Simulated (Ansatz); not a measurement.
Born–Oppenheimer molecular dynamics of CH$_{8}$BN (11 atoms, charge 0, multiplicity 1). It starts at the highest image of a converged band. Of that band: Beside the main top the profile has a ripple of under 15 meV (maxima at images 3, 5), which may be a very shallow well or noise. Neighbouring images differ by up to 2.3 eV, so the band resolves the path poorly. A vibrational analysis at the climbing image gives one clearly imaginary mode, 1803i cm⁻¹: a first-order saddle point.

These are results of RHF/def2-SVP in Ansatz, not measurements.

```
ensemble                      : NVE (velocity Verlet)
time step                     : 0.5 fs
steps asked                   : 200
starting velocities drawn for : 100 K
seed                          : 9086
```

Frames 0.5 fs apart, positions in Å, forces in eV/Å.

Velocities at 40.0 fs (Å/ps):

```
B 5.54 -9.79 -3.45
H -97.06 29.69 34.65
H 13.28 7.58 -21.01
H -16.95 1.60 4.92
N 6.60 7.13 -7.60
H 11.67 10.36 -1.40
C 4.45 -6.71 5.58
H 0.79 1.26 3.76
H -0.24 6.08 3.76
H 12.88 -23.16 11.09
H -128.40 52.55 40.37
```

```xyz
11
Properties=species:S:1:pos:R:3:forces:R:3 time_fs=40.0 energy_less_start_eV=-1.934 T=1762
B 0.014 -0.347 0.415 1.43 -0.03 -1.45
H -4.201 0.833 1.967 0.35 0.29 -0.17
H 0.477 0.535 1.103 -0.29 -0.46 0.53
H -0.581 0.075 -0.567 -0.33 -0.62 0.48
N 0.502 -1.675 0.468 -0.03 0.31 1.70
H 0.140 -2.385 -0.127 -0.07 0.05 -0.43
C 1.311 -2.228 1.589 -1.06 0.27 -0.34
H 1.001 -1.746 2.513 0.13 0.04 0.11
H 1.146 -3.306 1.736 -0.07 0.35 -0.35
H 2.374 -2.067 1.469 0.29 0.08 -0.26
H -4.731 0.393 2.224 -0.35 -0.29 0.17
11
Properties=species:S:1:pos:R:3:forces:R:3 time_fs=40.5 energy_less_start_eV=-1.927 T=1756
B 0.017 -0.352 0.413 1.31 0.37 -1.48
H -4.249 0.848 1.984 0.15 0.12 -0.07
H 0.483 0.539 1.093 -0.30 -0.52 0.53
H -0.590 0.075 -0.564 -0.28 -0.68 0.52
N 0.505 -1.671 0.464 0.22 0.06 1.95
H 0.146 -2.380 -0.128 -0.14 -0.09 -0.54
C 1.313 -2.232 1.592 -0.99 0.59 -0.44
H 1.001 -1.745 2.515 0.15 0.02 0.05
H 1.146 -3.303 1.738 -0.14 0.14 -0.33
H 2.381 -2.079 1.474 0.17 0.11 -0.26
H -4.795 0.418 2.245 -0.15 -0.12 0.07
11
Properties=species:S:1:pos:R:3:forces:R:3 time_fs=41.0 energy_less_start_eV=-1.917 T=1748
B 0.021 -0.356 0.411 1.18 0.76 -1.49
H -4.297 0.864 2.001 -0.09 -0.07 0.04
H 0.489 0.541 1.084 -0.31 -0.56 0.52
H -0.600 0.073 -0.560 -0.23 -0.71 0.54
N 0.509 -1.667 0.461 0.45 -0.24 2.15
H 0.151 -2.375 -0.130 -0.19 -0.18 -0.61
C 1.315 -2.235 1.595 -0.88 0.92 -0.54
H 1.002 -1.744 2.517 0.18 -0.01 -0.01
H 1.146 -3.299 1.738 -0.21 -0.09 -0.31
H 2.388 -2.090 1.479 0.02 0.13 -0.25
H -4.860 0.444 2.265 0.09 0.07 -0.04
11
Properties=species:S:1:pos:R:3:forces:R:3 time_fs=41.5 energy_less_start_eV=-1.905 T=1737
B 0.024 -0.361 0.408 1.05 1.12 -1.46
H -4.345 0.879 2.018 -0.32 -0.23 0.15
H 0.494 0.541 1.077 -0.31 -0.59 0.51
H -0.610 0.070 -0.554 -0.20 -0.74 0.53
N 0.512 -1.664 0.458 0.63 -0.59 2.28
H 0.156 -2.370 -0.134 -0.21 -0.22 -0.62
C 1.317 -2.238 1.597 -0.74 1.24 -0.65
H 1.004 -1.744 2.519 0.20 -0.04 -0.06
H 1.145 -3.296 1.738 -0.28 -0.32 -0.28
H 2.395 -2.101 1.483 -0.14 0.14 -0.24
H -4.925 0.470 2.286 0.33 0.23 -0.15
11
Properties=species:S:1:pos:R:3:forces:R:3 time_fs=42.0 energy_less_start_eV=-1.893 T=1728
B 0.028 -0.365 0.405 0.91 1.46 -1.41
H -4.394 0.894 2.036 -0.51 -0.34 0.23
H 0.498 0.540 1.071 -0.31 -0.60 0.50
H -0.620 0.065 -0.548 -0.17 -0.74 0.50
N 0.516 -1.660 0.455 0.77 -1.00 2.33
H 0.161 -2.366 -0.140 -0.19 -0.20 -0.58
C 1.318 -2.241 1.599 -0.61 1.51 -0.76
H 1.005 -1.743 2.521 0.22 -0.06 -0.10
H 1.143 -3.293 1.738 -0.34 -0.51 -0.25
H 2.402 -2.111 1.486 -0.29 0.15 -0.23
H -4.989 0.496 2.306 0.51 0.34 -0.23
11
Properties=species:S:1:pos:R:3:forces:R:3 time_fs=42.5 energy_less_start_eV=-1.886 T=1721
B 0.032 -0.369 0.402 0.78 1.75 -1.33
H -4.444 0.908 2.054 -0.63 -0.40 0.28
H 0.501 0.538 1.066 -0.30 -0.59 0.50
H -0.631 0.058 -0.540 -0.15 -0.73 0.45
N 0.519 -1.657 0.453 0.87 -1.44 2.30
H 0.165 -2.363 -0.146 -0.14 -0.13 -0.48
C 1.320 -2.243 1.602 -0.49 1.70 -0.87
H 1.008 -1.742 2.523 0.22 -0.08 -0.13
H 1.140 -3.291 1.736 -0.39 -0.65 -0.23
H 2.409 -2.122 1.489 -0.42 0.17 -0.22
H -5.052 0.523 2.325 0.63 0.40 -0.28
11
Properties=species:S:1:pos:R:3:forces:R:3 time_fs=43.0 energy_less_start_eV=-1.885 T=1721
B 0.036 -0.373 0.399 0.65 2.00 -1.23
H -4.495 0.921 2.072 -0.65 -0.39 0.29
H 0.504 0.535 1.062 -0.29 -0.57 0.50
H -0.643 0.050 -0.530 -0.13 -0.71 0.38
N 0.523 -1.654 0.451 0.94 -1.88 2.22
H 0.169 -2.360 -0.154 -0.06 -0.02 -0.33
C 1.321 -2.245 1.604 -0.39 1.79 -0.97
H 1.010 -1.742 2.524 0.22 -0.08 -0.14
H 1.137 -3.291 1.734 -0.41 -0.71 -0.21
H 2.414 -2.131 1.492 -0.52 0.18 -0.21
H -5.113 0.552 2.344 0.65 0.39 -0.29
11
Properties=species:S:1:pos:R:3:forces:R:3 time_fs=43.5 energy_less_start_eV=-1.892 T=1727
B 0.040 -0.376 0.395 0.52 2.18 -1.11
H -4.548 0.933 2.092 -0.58 -0.33 0.25
H 0.506 0.530 1.060 -0.26 -0.52 0.49
H -0.654 0.040 -0.520 -0.13 -0.66 0.29
N 0.527 -1.651 0.450 0.98 -2.30 2.10
H 0.172 -2.356 -0.163 0.03 0.11 -0.17
C 1.323 -2.247 1.606 -0.34 1.78 -1.08
H 1.014 -1.742 2.525 0.21 -0.08 -0.14
H 1.132 -3.293 1.732 -0.42 -0.68 -0.19
H 2.418 -2.141 1.493 -0.58 0.19 -0.21
H -5.173 0.581 2.362 0.58 0.33 -0.25
11
Properties=species:S:1:pos:R:3:forces:R:3 time_fs=44.0 energy_less_start_eV=-1.904 T=1737
B 0.044 -0.379 0.391 0.40 2.31 -0.97
H -4.603 0.944 2.112 -0.41 -0.22 0.18
H 0.507 0.523 1.058 -0.24 -0.45 0.49
H -0.666 0.028 -0.510 -0.13 -0.61 0.19
N 0.531 -1.649 0.449 0.99 -2.67 1.96
H 0.176 -2.353 -0.172 0.12 0.22 0.00
C 1.324 -2.248 1.607 -0.32 1.66 -1.18
H 1.018 -1.742 2.526 0.19 -0.08 -0.12
H 1.127 -3.296 1.729 -0.41 -0.58 -0.18
H 2.420 -2.150 1.495 -0.60 0.20 -0.20
H -5.231 0.611 2.380 0.41 0.22 -0.18
11
Properties=species:S:1:pos:R:3:forces:R:3 time_fs=44.5 energy_less_start_eV=-1.919 T=1750
B 0.049 -0.381 0.387 0.30 2.37 -0.82
H -4.658 0.955 2.132 -0.18 -0.09 0.07
H 0.508 0.516 1.058 -0.21 -0.37 0.49
H -0.678 0.014 -0.499 -0.14 -0.54 0.08
N 0.535 -1.647 0.448 1.00 -2.96 1.81
H 0.179 -2.349 -0.182 0.19 0.31 0.16
C 1.325 -2.249 1.609 -0.36 1.45 -1.27
H 1.022 -1.743 2.526 0.16 -0.06 -0.09
H 1.121 -3.301 1.726 -0.37 -0.40 -0.17
H 2.421 -2.158 1.496 -0.58 0.21 -0.20
H -5.288 0.641 2.397 0.18 0.09 -0.07
11
Properties=species:S:1:pos:R:3:forces:R:3 time_fs=45.0 energy_less_start_eV=-1.933 T=1762
B 0.053 -0.383 0.382 0.21 2.36 -0.66
H -4.714 0.965 2.152 0.10 0.05 -0.04
H 0.508 0.508 1.059 -0.17 -0.28 0.49
H -0.691 0.000 -0.487 -0.15 -0.47 -0.03
N 0.540 -1.646 0.448 0.99 -3.15 1.67
H 0.184 -2.344 -0.190 0.26 0.36 0.29
C 1.326 -2.250 1.610 -0.44 1.18 -1.37
H 1.027 -1.743 2.527 0.13 -0.04 -0.05
H 1.113 -3.306 1.722 -0.31 -0.17 -0.15
H 2.421 -2.166 1.496 -0.52 0.21 -0.20
H -5.345 0.671 2.414 -0.10 -0.05 0.04
11
Properties=species:S:1:pos:R:3:forces:R:3 time_fs=45.5 energy_less_start_eV=-1.946 T=1773
B 0.058 -0.384 0.378 0.14 2.28 -0.49
H -4.769 0.976 2.173 0.36 0.16 -0.15
H 0.508 0.499 1.061 -0.14 -0.18 0.49
H -0.704 -0.016 -0.476 -0.16 -0.39 -0.14
N 0.544 -1.645 0.448 0.99 -3.22 1.55
H 0.189 -2.338 -0.199 0.30 0.36 0.39
C 1.327 -2.251 1.611 -0.55 0.87 -1.45
H 1.032 -1.744 2.527 0.09 -0.01 0.00
H 1.105 -3.312 1.718 -0.24 0.07 -0.14
H 2.420 -2.174 1.496 -0.42 0.21 -0.20
H -5.402 0.702 2.431 -0.36 -0.16 0.15
```

Of the whole run (100 fs, mean temperature of the second half 1784 K): The conserved energy stayed within 0.08 meV per atom of its start (net change 0.023 meV per atom), so the integration is sound. The system heated up, since it started high on the potential surface and ran downhill. A run of 0.1 ps of so small a system gives no equilibrium averages. The orbitals stay closed-shell, which can raise the energy where a bond breaks towards radicals; this wasn't checked here.

The run took 3.4 min on 1 thread of Arm Neoverse V1, on a shared host, peak memory 0.15 GiB.
